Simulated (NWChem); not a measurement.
Everything below was run with NWChem. System: BF₃, charge 0, spin multiplicity 1, at a geometry optimised with PBE/def2-SVP. The structure started from a generated list of species. Level: constrained B3LYP/def2-SVP, VWN1-RPA local correlation.

Input file:

```
start mol
memory heap 200 mb stack 900 mb global 1100 mb
geometry units angstroms nocenter noautoz noautosym
  B      0.000000     0.000000     0.000002
  F      0.000000     0.000000     1.323240
  F      1.145972     0.000000    -0.661620
  F     -1.145972     0.000000    -0.661620
end
basis spherical
  * library def2-svp
end
dft
  xc b3lyp
  semidirect memsize 60000000 filesize 0
  iterations 100
  convergence nolevelshifting
  cdft 4 4 charge -1.0 pop becke
end
task dft energy
```

Output (cleaned and shortened):

```
             Northwest Computational Chemistry Package (NWChem) 7.3.0
             --------------------------------------------------------

                                NWChem Input Module
                                -------------------

 Scaling coordinates for geometry "geometry" by  1.889725989
 (inverse scale =  0.529177249)

                             Geometry "geometry" -> ""
                             -------------------------

 Output coordinates in angstroms (scale by  1.889725989 to convert to a.u.)

  No.       Tag          Charge          X              Y              Z
 ---- ---------------- ---------- -------------- -------------- --------------
    1 B                    5.0000     0.00000000     0.00000000     0.00000200
    2 F                    9.0000     0.00000000     0.00000000     1.32324000
    3 F                    9.0000     1.14597200     0.00000000    -0.66162000
    4 F                    9.0000    -1.14597200     0.00000000    -0.66162000

 Effective nuclear repulsion energy (a.u.)     110.0931377882

            Nuclear Dipole moment (a.u.)
            ----------------------------
        X                 Y               Z
 ---------------- ---------------- ----------------
     0.0000000000     0.0000000000     0.0000188973


 Summary of "ao basis" -> "" (spherical)
 ------------------------------------------------------------------------------
       Tag                 Description            Shells   Functions and Types
 ---------------- ------------------------------  ------  ---------------------
 *                          def2-svp                  on all atoms

                                 NWChem DFT Module
                                 -----------------

 Summary of "ao basis" -> "ao basis" (spherical)
 ------------------------------------------------------------------------------
       Tag                 Description            Shells   Functions and Types
 ---------------- ------------------------------  ------  ---------------------
 B                          def2-svp                 6       14   3s2p1d
 F                          def2-svp                 6       14   3s2p1d

 Summary of "ao basis" -> "ao basis" (spherical)
 ------------------------------------------------------------------------------
       Tag                 Description            Shells   Functions and Types
 ---------------- ------------------------------  ------  ---------------------
 B                          def2-svp                 6       14   3s2p1d
 F                          def2-svp                 6       14   3s2p1d

            General Information
            -------------------
          SCF calculation type: DFT
          Wavefunction type:  closed shell.
          No. of atoms     :     4
          No. of electrons :    32
           Alpha electrons :    16
            Beta electrons :    16
          Charge           :     0
          Spin multiplicity:     1
          Use of symmetry is: off; symmetry adaption is: off
          Maximum number of iterations: 100
          AO basis - number of functions:    56
                     number of shells:    24
          Convergence on energy requested:  1.00D-06
          Convergence on density requested:  1.00D-05
          Convergence on gradient requested:  5.00D-04

              XC Information
              --------------
                         B3LYP Method XC Potential
                     Hartree-Fock (Exact) Exchange  0.200
                        Slater Exchange Functional  0.800 local
                    Becke 1988 Exchange Functional  0.720 non-local
              Lee-Yang-Parr Correlation Functional  0.810
                  VWN I RPA Correlation Functional  0.190 local

             Grid Information
             ----------------
          Grid used for XC integration:  medium
          Radial quadrature: Mura-Knowles
          Angular quadrature: Lebedev.
          Tag              B.-S. Rad. Rad. Pts. Rad. Cut. Ang. Pts.
          ---              ---------- --------- --------- ---------
          B                   0.85       49           5.0       434
          F                   0.50       49           6.0       434
          Grid pruning is: on
          Number of quadrature shells:   196
          Spatial weights used:  Erf1

          Convergence Information
          -----------------------
          Convergence aids based upon iterative change in
          total energy or number of iterations.
          Levelshifting, if invoked, occurs when the
          HOMO/LUMO gap drops below (HL_TOL):  1.00D-02
          DIIS, if invoked, will attempt to extrapolate
          using up to (NFOCK): 10 stored Fock matrices.

                    Damping( 0%)  Levelshifting(0.0)       DIIS
                  --------------- ------------------- ---------------
          dE  on:    start             N/A                start
          dE off:    2 iters           N/A              100 iters

      Screening Tolerance Information
      -------------------------------
          Density screening/tol_rho:  1.00D-10
          AO Gaussian exp screening on grid/accAOfunc:  14
          CD Gaussian exp screening on grid/accCDfunc:  20
          XC Gaussian exp screening on grid/accXCfunc:  20
          Schwarz screening/accCoul:  1.00D-08

      Superposition of Atomic Density Guess
      -------------------------------------

 Sum of atomic energies:        -322.38152877

      Non-variational initial energy
      ------------------------------

 Total energy =    -323.214839
 1-e energy   =    -667.998397
 2-e energy   =     234.690420
 HOMO         =      -0.627891
 LUMO         =       0.093579

------------------------------------------------------------
EAF file 0: "./mol.aoints.0" size=524288 bytes
------------------------------------------------------------
               write      read    awrite     aread      wait
               -----      ----    ------     -----      ----
     calls:        1         0         0         0         0
   data(b): 5.24e+05  0.00e+00  0.00e+00  0.00e+00
   time(s): 0.00e+00  0.00e+00  0.00e+00  0.00e+00  0.00e+00
rate(mb/s): 0.00e+00  0.00e+00
------------------------------------------------------------

   convergence    iter        energy       DeltaE   RMS-Dens  Diis-err    time
 ---------------- ----- ----------------- --------- --------- ---------  ------
 d= 0,ls=0.0,diis     1   -324.2166527442 -4.34D+02  4.30D-02  8.56D-01     0.3
 CDFT multipliers:
      1       -0.8366024498
      iter =    9
 d= 0,ls=0.0,diis     2   -323.5511259614  6.66D-01  1.02D-02  3.38D+00     0.4
 CDFT multipliers:
      1       -1.0413790177
      iter =   10
 d= 0,ls=0.0,diis     3   -323.7825485421 -2.31D-01  5.71D-03  2.62D-01     0.5
 CDFT multipliers:
      1       -1.2371700587
      iter =    6
 d= 0,ls=0.0,diis     4   -323.7958489369 -1.33D-02  2.50D-03  5.71D-02     0.6
 CDFT multipliers:
      1       -1.1985126953
      iter =    5
 d= 0,ls=0.0,diis     5   -323.7991829336 -3.33D-03  4.46D-04  9.44D-04     0.6
 CDFT multipliers:
      1       -1.1929808867
      iter =    5
  Resetting Diis
 d= 0,ls=0.0,diis     6   -323.7992420641 -5.91D-05  4.90D-04  1.55D-04     0.7
 CDFT multipliers:
      1       -1.1936155674
      iter =    5
 d= 0,ls=0.0,diis     7   -323.7992378607  4.20D-06  1.54D-03  1.88D-04     0.8
 CDFT multipliers:
      1       -0.0005046752
      iter =    4
 d= 0,ls=0.0,diis     8   -323.7988197852  4.18D-04  1.72D-06  2.27D+00     0.9
 CDFT multipliers:
      1       -1.1941196652
      iter =    2
 d= 0,ls=0.0,diis     9   -323.7988187381  1.05D-06  1.28D-03  4.25D-03     1.0
 CDFT multipliers:
      1       -1.1942833981
      iter =    2
 d= 0,ls=0.0,diis    10   -323.7992568553 -4.38D-04  9.32D-06  8.76D-07     1.1
 CDFT multipliers:
      1       -1.1940903737
      iter =    2
 d= 0,ls=0.0,diis    11   -323.7992571027 -2.47D-07  2.49D-06  5.12D-08     1.1
  CDFT final multipliers
      1       -1.1941108693

         Total DFT energy =     -323.799257118980
      One electron energy =     -667.418619564916
           Coulomb energy =      268.997943779940
    Exchange-Corr. energy =      -35.471719122185
 Nuclear repulsion energy =      110.093137788181

 Numeric. integr. density =       32.000001333842

     Total iterative time =      1.1s

                       DFT Final Molecular Orbital Analysis
                       ------------------------------------

 Vector   14  Occ=2.000000D+00  E=-6.874879D-01
              MO Center=  1.4D-01,  1.1D-07,  8.2D-02, r^2= 2.6D+00
   Bfn.  Coefficient  Atom+Function         Bfn.  Coefficient  Atom+Function
  ----- ------------  ---------------      ----- ------------  ---------------
     3      0.547618  1 B  s                  7     -0.473952  1 B  px
    18      0.392727  2 F  px                34      0.311581  3 F  pz
    45     -0.280956  4 F  s                  9     -0.273633  1 B  pz
    32      0.245758  3 F  px                44     -0.216185  4 F  s
    21     -0.144275  2 F  px                37     -0.116648  3 F  pz

 Vector   15  Occ=2.000000D+00  E=-6.409240D-01
              MO Center=  5.6D-01,  4.0D-10,  3.2D-01, r^2= 1.7D+00
   Bfn.  Coefficient  Atom+Function         Bfn.  Coefficient  Atom+Function
  ----- ------------  ---------------      ----- ------------  ---------------
    19      0.494875  2 F  py                33     -0.494901  3 F  py
    22     -0.303158  2 F  py                36      0.303174  3 F  py
    11     -0.046427  1 B  d -1              10      0.026805  1 B  d -2

 Vector   16  Occ=2.000000D+00  E=-6.264293D-01
              MO Center=  5.3D-01,  3.8D-10,  3.0D-01, r^2= 1.8D+00
   Bfn.  Coefficient  Atom+Function         Bfn.  Coefficient  Atom+Function
  ----- ------------  ---------------      ----- ------------  ---------------
    18      0.484318  2 F  px                34     -0.480178  3 F  pz
    21     -0.290106  2 F  px                37      0.279663  3 F  pz
    32     -0.136964  3 F  px                20     -0.121469  2 F  pz
    35      0.095826  3 F  px                 9      0.090118  1 B  pz
    23      0.056839  2 F  pz                48      0.053881  4 F  pz

 Vector   17  Occ=0.000000D+00  E=-5.531571D-01
              MO Center= -5.3D-01,  1.4D-09, -3.1D-01, r^2= 3.5D+00
   Bfn.  Coefficient  Atom+Function         Bfn.  Coefficient  Atom+Function
  ----- ------------  ---------------      ----- ------------  ---------------
     3      1.096786  1 B  s                  7     -0.795409  1 B  px
    45     -0.471863  4 F  s                  9     -0.459227  1 B  pz
     2     -0.413683  1 B  s                 21      0.309917  2 F  px
    44     -0.283818  4 F  s                 18     -0.248744  2 F  px
    37      0.238282  3 F  pz                35      0.207120  3 F  px

 Vector   18  Occ=0.000000D+00  E=-2.504471D-01
              MO Center= -1.4D-01, -9.3D-10, -8.3D-02, r^2= 2.7D+00
   Bfn.  Coefficient  Atom+Function         Bfn.  Coefficient  Atom+Function
  ----- ------------  ---------------      ----- ------------  ---------------
     8      0.783119  1 B  py                47      0.378372  4 F  py
     5     -0.342005  1 B  py                22     -0.252279  2 F  py
    36     -0.252275  3 F  py                19      0.216783  2 F  py
    33      0.216780  3 F  py                50      0.086570  4 F  py

 Vector   19  Occ=0.000000D+00  E=-1.940879D-01
              MO Center= -4.7D-01, -5.7D-11, -2.7D-01, r^2= 4.0D+00
   Bfn.  Coefficient  Atom+Function         Bfn.  Coefficient  Atom+Function
  ----- ------------  ---------------      ----- ------------  ---------------
     9      1.170976  1 B  pz                 7     -0.676070  1 B  px
    17     -0.671388  2 F  s                 31      0.671386  3 F  s
    48      0.392650  4 F  pz                46     -0.226701  4 F  px
    51      0.152496  4 F  pz                21      0.131188  2 F  px
    35     -0.122378  3 F  px                18     -0.103062  2 F  px

     ---------------------------------------------
      Total Density - Mulliken Population Analysis
     ---------------------------------------------

    Atom       Charge   Shell Charges
 -----------   ------   -------------------------------------------------------
    1 B    5     4.73   1.98  0.39  0.28  1.12  0.74  0.21
    2 F    9     8.72   1.99  1.18  0.68  3.30  1.56  0.01
    3 F    9     8.72   1.99  1.18  0.68  3.30  1.56  0.01
    4 F    9     9.84   1.99  1.15  0.79  3.56  2.35  0.01

     -------------------------------------------
      Total Density - Lowdin Population Analysis
     -------------------------------------------

    Atom       Charge   Shell Charges
 -----------   ------   -------------------------------------------------------
    1 B    5     5.27   1.95  0.37  0.35  1.08  0.88  0.64
    2 F    9     8.63   1.98  1.01  0.69  3.11  1.84  0.01
    3 F    9     8.63   1.98  1.01  0.69  3.11  1.84  0.01
    4 F    9     9.46   1.98  1.05  0.74  3.44  2.25  0.00

 center of mass
 --------------
 x =   0.00000000 y =   0.00000000 z =   0.00000061

 moments of inertia (a.u.)
 ------------------
         178.189947178093           0.000000000000           0.000000000000
           0.000000000000         356.383795630208           0.000000000000
           0.000000000000           0.000000000000         178.193848452115

     Multipole analysis of the density
     ---------------------------------

     L   x y z        total         alpha         beta         nuclear
     -   - - -        -----         -----         ----         -------
     0   0 0 0     -0.000000    -16.000000    -16.000000     32.000000

     1   1 0 0      2.604464      1.302232      1.302232      0.000000
     1   0 1 0      0.000000      0.000000      0.000000      0.000000
     1   0 0 1      1.503679      0.751830      0.751830      0.000019

     2   2 0 0    -19.827810    -52.121266    -52.121266     84.414721
     2   1 1 0      0.000000      0.000000      0.000000      0.000000
     2   1 0 1     -2.943489     -1.471744     -1.471744      0.000000
     2   0 2 0    -15.003913     -7.501957     -7.501957      0.000000
     2   0 1 1     -0.000000     -0.000000     -0.000000      0.000000
     2   0 0 2    -16.428921    -50.420897    -50.420897     84.412873

 Task  times  cpu:        1.2s     wall:        1.2s

 Total times  cpu:        1.2s     wall:        1.2s
```
